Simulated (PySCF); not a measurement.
# Deuteron quadrupole couplings in `C=C=CC=C`

C5H6.
Geometry (PBE0-D3(BJ)/def2-SVP, Å), atoms numbered from 1 in this order:
```
atom  x, y, z in Å
C1     1.9816    1.4580    0.7811
C2     0.9420    0.6764    0.6630
C3    -0.1072   -0.1112    0.5356
C4    -0.6968   -0.4884   -0.7438
C5    -1.7648   -1.2876   -0.8690
H6     3.0004    1.0535    0.7933
H7     1.8703    2.5445    0.8745
H8    -0.5721   -0.5127    1.4460
H9    -0.2162   -0.0778   -1.6383
H10   -2.2651   -1.7122    0.0070
H11   -2.1720   -1.5426   -1.8498
```

Level: PBE0/pcSseg-1 (PySCF, non-relativistic); Q(2H) = 0.00286 b; rigid geometry, the same for H and D, with no vibrational averaging.

**Question.** Give the electric field gradient Vzz (the principal value of largest size), its asymmetry and the 2H coupling at each hydrogen.

**Answer.** 
```json
{"atom": "H6", "bonded to": "C1", "bond length (Å)": "1.096", "Vzz (au)": "0.3035", "η": "0.06", "χzz (kHz)": "204"}
{"atom": "H7", "bonded to": "C1", "bond length (Å)": "1.096", "Vzz (au)": "0.3034", "η": "0.06", "χzz (kHz)": "204"}
{"atom": "H8", "bonded to": "C3", "bond length (Å)": "1.098", "Vzz (au)": "0.2967", "η": "0.08", "χzz (kHz)": "199"}
{"atom": "H9", "bonded to": "C4", "bond length (Å)": "1.095", "Vzz (au)": "0.2978", "η": "0.07", "χzz (kHz)": "200"}
{"atom": "H10", "bonded to": "C5", "bond length (Å)": "1.094", "Vzz (au)": "0.3048", "η": "0.06", "χzz (kHz)": "205"}
{"atom": "H11", "bonded to": "C5", "bond length (Å)": "1.092", "Vzz (au)": "0.3088", "η": "0.06", "χzz (kHz)": "207"}
```

**Question.** Give the 2H NMR doublet splittings at H9 for a magnetic field along the z, y and x axes of the gradient: 3χ/2, 3χ(1 + η)/4, 3χ(1 − η)/4.

**Answer.** With |χ| = 200.1 kHz and η = 0.068: 300, 160 and 140 kHz, to first order and without motion.

One conformer (not necessarily the lowest) at the PBE0-D3(BJ)/def2-SVP geometry, without solvent, vibrations or thermal averaging. A larger basis could move these couplings by a tenth or more.
